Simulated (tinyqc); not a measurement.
Worked calculation: UKS/exchange-only LDA in the sto-3g basis, for H2O+, spin multiplicity 2. One step of it, computed by the program tinyqc.

Task: Iteration 30 (converged): orbitals. Diagonalise F' = X^T F X, C = X C', fill 5 alpha and 4 beta electrons from the bottom; D(s) = C_occ C_occ^T. Each column has its largest component positive (the first on a tie).

converged F(alpha) (hartree):
```
             1O 1s      1O 2s     1O 2px     1O 2py     1O 2pz      2H 1s      3H 1s
1O 1s   -18.977619  -4.921143   0.000000   0.000207  -0.020855  -1.234818  -1.260873
1O 2s    -4.921143  -2.543213   0.000000   0.002258  -0.180612  -1.073791  -1.089958
1O 2px    0.000000   0.000000  -0.720603   0.000000   0.000000   0.000000   0.000000
1O 2py    0.000207   0.002258   0.000000  -0.829620   0.001090  -0.439252   0.443389
1O 2pz   -0.020855  -0.180612   0.000000   0.001090  -0.707411  -0.319308  -0.322552
2H 1s    -1.234818  -1.073791   0.000000  -0.439252  -0.319308  -0.865097  -0.413129
3H 1s    -1.260873  -1.089958   0.000000   0.443389  -0.322552  -0.413129  -0.875979
```

converged F(beta) (hartree):
```
             1O 1s      1O 2s     1O 2px     1O 2py     1O 2pz      2H 1s      3H 1s
1O 1s   -18.955727  -4.904931   0.000000   0.000210  -0.020237  -1.231015  -1.256991
1O 2s    -4.904931  -2.461714   0.000000   0.002307  -0.181738  -1.050182  -1.065949
1O 2px    0.000000   0.000000  -0.566961   0.000000   0.000000   0.000000   0.000000
1O 2py    0.000210   0.002307   0.000000  -0.780826   0.001171  -0.432112   0.436185
1O 2pz   -0.020237  -0.181738   0.000000   0.001171  -0.664846  -0.315991  -0.319208
2H 1s    -1.231015  -1.050182   0.000000  -0.432112  -0.315991  -0.859624  -0.406678
3H 1s    -1.256991  -1.065949   0.000000   0.436185  -0.319208  -0.406678  -0.869994
```

X:
```
                1          2          3         4          5          6          7
1O 1s   -0.299907  -0.017440   0.769948  0.000000  -0.603739   0.000720   0.155907
1O 2s    1.258274   0.060696  -0.256035  0.000000  -0.255291   0.001770   0.434207
1O 2px   0.000000   0.000000   0.000000  1.000000   0.000000   0.000000   0.000000
1O 2py  -0.057248   1.008559   0.000585  0.000000  -0.001288   0.665419  -0.002417
1O 2pz   0.485453   0.023816   0.638677  0.000000   0.685263   0.001268   0.166172
2H 1s   -0.729699  -0.940666  -0.155830  0.000000   0.123240   0.374808   0.368390
3H 1s   -0.836566   0.862848  -0.154623  0.000000   0.122702  -0.369324   0.372460
```

Give: F' = X^T F X; orbital energies; coefficients C; F' = X^T F X; orbital energies; coefficients C; D(alpha) after iteration 30; D(beta) after iteration 30.

Result:

F' = X^T F X (alpha) (hartree):
```
         1        2        3        4        5        6        7
1  -0.3945  -0.0292   1.1458   0.0000  -0.9187   0.0030   0.0626
2  -0.0292   0.0159   0.0802   0.0000  -0.0675  -0.0513   0.0123
3   1.1458   0.0802  -9.2368   0.0000   8.1897  -0.0128  -3.8544
4   0.0000   0.0000   0.0000  -0.7206   0.0000   0.0000   0.0000
5  -0.9187  -0.0675   8.1897   0.0000  -8.4924   0.0128   3.7338
6   0.0030  -0.0513  -0.0128   0.0000   0.0128  -0.9310  -0.0046
7   0.0626   0.0123  -3.8544   0.0000   3.7338  -0.0046  -3.0694
```

orbital energies (alpha) (hartree): MO1 -18.9906, MO2 -1.4081, MO3 -0.9338, MO4 -0.7206, MO5 -0.6798, MO6 -0.1168, MO7 0.0208

coefficients C (alpha):
```
            MO1      MO2      MO3     MO4      MO5      MO6      MO7
1O 1s    0.9924  -0.2418  -0.0013  0.0000   0.0993  -0.1364   0.0050
1O 2s    0.0350   0.8696   0.0064  0.0000  -0.4696   0.9626  -0.0401
1O 2px   0.0000   0.0000   0.0000  1.0000   0.0000   0.0000   0.0000
1O 2py  -0.0001  -0.0036   0.7190  0.0000   0.0011   0.0287   0.9724
1O 2pz   0.0051   0.2242   0.0000  0.0000   0.8687   0.5796  -0.0212
2H 1s   -0.0089   0.1077   0.3235  0.0000   0.1662  -0.8927  -0.8900
3H 1s   -0.0090   0.1106  -0.3221  0.0000   0.1654  -0.8402   0.9534
```

F' = X^T F X (beta) (hartree):
```
         1        2        3        4        5        6        7
1  -0.3476  -0.0280   1.1391   0.0000  -0.9243   0.0016   0.1076
2  -0.0280   0.0384   0.0798   0.0000  -0.0678  -0.0213   0.0146
3   1.1391   0.0798  -9.2053   0.0000   8.2045  -0.0127  -3.8574
4   0.0000   0.0000   0.0000  -0.5670   0.0000   0.0000   0.0000
5  -0.9243  -0.0678   8.2045   0.0000  -8.4569   0.0127   3.7218
6   0.0016  -0.0213  -0.0127   0.0000   0.0127  -0.9025  -0.0046
7   0.1076   0.0146  -3.8574   0.0000   3.7218  -0.0046  -3.0299
```

orbital energies (beta) (hartree): MO1 -18.9680, MO2 -1.3426, MO3 -0.9030, MO4 -0.6341, MO5 -0.5670, MO6 -0.0971, MO7 0.0409

coefficients C (beta):
```
            MO1      MO2      MO3      MO4     MO5      MO6      MO7
1O 1s    0.9927  -0.2346  -0.0013   0.1060  0.0000  -0.1420   0.0054
1O 2s    0.0339   0.8298   0.0064  -0.4979  0.0000   0.9833  -0.0420
1O 2px   0.0000   0.0000   0.0000   0.0000  1.0000   0.0000   0.0000
1O 2py  -0.0001  -0.0038   0.6881   0.0007  0.0000   0.0309   0.9944
1O 2pz   0.0049   0.2293   0.0003   0.8589  0.0000   0.5921  -0.0221
2H 1s   -0.0086   0.1361   0.3527   0.1693  0.0000  -0.8886  -0.8785
3H 1s   -0.0087   0.1397  -0.3503   0.1683  0.0000  -0.8349   0.9438
```

D(alpha) after iteration 30:
```
          1O 1s    1O 2s  1O 2px   1O 2py   1O 2pz    2H 1s    3H 1s
1O 1s    1.0532  -0.2222  0.0000   0.0000   0.0371  -0.0187  -0.0189
1O 2s   -0.2222   0.9780  0.0000   0.0009  -0.2128   0.0174   0.0162
1O 2px   0.0000   0.0000  1.0000   0.0000   0.0000   0.0000   0.0000
1O 2py   0.0000   0.0009  0.0000   0.5169   0.0002   0.2324  -0.2318
1O 2pz   0.0371  -0.2128  0.0000   0.0002   0.8050   0.1685   0.1684
2H 1s   -0.0187   0.0174  0.0000   0.2324   0.1685   0.1439  -0.0647
3H 1s   -0.0189   0.0162  0.0000  -0.2318   0.1684  -0.0647   0.1434
```

D(beta) after iteration 30:
```
          1O 1s    1O 2s  1O 2px   1O 2py   1O 2pz    2H 1s    3H 1s
1O 1s    1.0517  -0.2138  0.0000   0.0000   0.0422  -0.0229  -0.0231
1O 2s   -0.2138   0.9376  0.0000   0.0009  -0.2371   0.0306   0.0296
1O 2px   0.0000   0.0000  0.0000   0.0000   0.0000   0.0000   0.0000
1O 2py   0.0000   0.0009  0.0000   0.4735  -0.0001   0.2423  -0.2415
1O 2pz   0.0422  -0.2371  0.0000  -0.0001   0.7903   0.1767   0.1764
2H 1s   -0.0229   0.0306  0.0000   0.2423   0.1767   0.1717  -0.0760
3H 1s   -0.0231   0.0296  0.0000  -0.2415   0.1764  -0.0760   0.1706
```
